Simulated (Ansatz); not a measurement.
Reaction (SMILES): CCl (CH3Cl) [chloromethane] → CCl (CH3Cl) as doublet, charge +1 + e-
Each molecule is optimised on its own at B3LYP-D3(BJ)/def2-TZVP (Ansatz, a program for electronic structure).
Geometry of the first species:
SMILES: CCl
```xyz
5

C      0.0082     0.0133    -1.1337
Cl    -0.0048    -0.0077     0.6605
H      0.0175     1.0478    -1.4634
H      0.8997    -0.5040    -1.4752
H     -0.8852    -0.4920    -1.4879
```

Property: adiabatic ionisation energy (electronic energy difference), in eV. Valence correlation only, unless marked. Open shells are spin-unrestricted. No spin-orbit coupling. No relativistic terms. Basis-set limits of correlation are two-point, X^-3; Hartree-Fock from the larger set. The bracket is a focal-point correction in the basis named.

```json
[
 {"level": "B97M-V/def2-TZVPD", "program": "Ansatz", "adiabatic ionisation energy (eV)": "11.23"},
 {"level": "BHLYP-D4/def2-TZVPD", "program": "Ansatz + dftd4", "adiabatic ionisation energy (eV)": "11.17"}
]
```

Problem. What does RI-MP2/CBS(aug-cc-pV(T+d)Z,aug-cc-pV(Q+d)Z)+[CCSD(T)-MP2]/aug-cc-pV(T+d)Z (Ansatz) give?

Solution. 11.43 eV, so BHLYP-D4/def2-TZVPD differs from it by -0.26 eV.
